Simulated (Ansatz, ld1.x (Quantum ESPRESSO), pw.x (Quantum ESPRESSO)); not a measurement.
# Hg (Z = 80) (bcc): variants of one TM potential in the solid

ld1.x (Quantum ESPRESSO) 7.5 input, shortened:

```
&input
   title='Hg', zed=80., rel=1, dft='PBESOL', iswitch=3,
   config='[Xe] 4f14 5d10 6s2 6p0'
 /
 &inputp
   pseudotype=2, tm=.true., lloc=0,
   nlcc=.true.
 /
3
6P  2  1   0.00   0.00  3.10  3.10  0.0
5D  3  2  10.00   0.00  1.65  1.65  0.0
6S  1  0   2.00   0.00  2.45  2.45  0.0
 &test
   configts(1)='5d10 6s2 6p0'
 /
```

Crystal test: bcc Hg in pw.x 7.5, no spin, 13³ k-points, Fermi–Dirac smearing 0.01 Ry, cutoffs set for each file from its atomic test. The reference is all-electron LAPW (Ansatz 0.2.0) with the same functional, mesh and smearing; V0 and B0 come from Birch–Murnaghan fits to the pressures at five volumes. Errors are pseudo minus all-electron; Δ is the rms difference of the E(V) curves that follow from these fits, minima aligned, over ±6 % about the mean V0. Mesh and smearing are coarse, so the numbers serve the comparison and aren't converged zero-temperature values; the lattice is a test structure that the element need not adopt.

All-electron: a0 = 3.635 Å (V0 = 24.02 Å³/atom), B0 = 34.9 GPa.

Base: The largest radius (3.10 bohr) exceeds half the bond length (2.98 bohr), so the spheres overlap, which is one possible source of error among others. This is a poor potential for the solid.

2 further variants are left out: they gave no file fit for a test, a broken result, the same result as the base, or pressures whose basis-set error rivals the error shown.

A dash in a converged row means that the minimum lies outside the volumes sampled.

```csv
change,cutoffs (Ry),pw.x,a0 (Å),a0 error (%),B0 error (%),Δ (meV/atom),mean pressure error (GPa)
base,100/400,converged,3.671,+0.98,-10.4,5.1,+1.01
wave 5d (bound): rc 1.65 bohr becomes 5d (bound): rc 1.30 bohr,110/440,converged,3.658,+0.64,-3.1,3.5,+0.69
"all radii but the core radius scaled by about 1.32 (s 3.22, p 4.08, d 2.18 bohr)",85/340,converged,–,–,–,–,-4.04
local potential the d channel,85/340,converged; bound ghost,–,–,–,–,-46.53
```
